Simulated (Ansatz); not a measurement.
**Which is lower?**

Two relaxed structures of MgAlHF, doublet (PBE0-D4/def2-TZVP; forces vanish, vibrations not checked).

A:

```
4
angstrom
F -2.7893 0.8847 0.3213
Mg -1.1134 0.3731 0.1490
Al 1.5667 -0.0967 0.2310
H 2.3360 -1.1611 -0.7012
```

B:

F1  (2.386, 0.471, 1.561)
Mg2  (-1.209, 0.462, 0.186)
Al3  (1.551, -0.201, 0.284)
H4  (2.490, -1.108, -0.650)
(Å)

Ansatz 0.2.0; basis: def2-TZVPP; cores frozen in the correlated methods; orbitals are unrestricted. The outer core shell of Li, Na, Mg and K is correlated. The def2 sets are not built for correlating such inner shells, so the correlated values are less sure here. B3LYP uses VWN-RPA correlation.

(1) Which structure is lower at CCSD(T), and by how much? (To be estimated.)

T1 diagnostic: at most 0.016. ⟨S²⟩ of the unrestricted Hartree–Fock references: 0.77 to 0.79 (a pure state has 0.75).

Answers

(1) The calculation gives: B, by 12.47 kcal/mol (electronic energy, against the other). By their contacts, A is MgAlHF ([F][Mg][AlH]) and B is MgAlHF ([F][AlH][Mg]).

All methods give the same order:

```csv
method,E(B) − E(A) (kcal/mol)
PBE-D4,-11.63
r2SCAN-D4,-11.35
PBE0-D4,-12.20
B3LYP-D4,-12.50
wB97M-V,-12.87
HF,-13.81
MP2,-12.93
CCSD,-12.32
CCSD(T),-12.47
```

Labels in which every atom is bracketed show which atoms are joined, not bond orders.

For scale, one of the runs: CCSD(T)/def2-TZVPP, 119 basis functions, launched by `ansatz run in.yaml --threads 2 --pin off --events-out ev --progress --plain --max-ram 4352MiB`. Time: 24 s of wall clock on 2 CPU threads of an Intel Xeon Platinum 8488C; the host was shared. Peak host memory: 1.2 GiB.
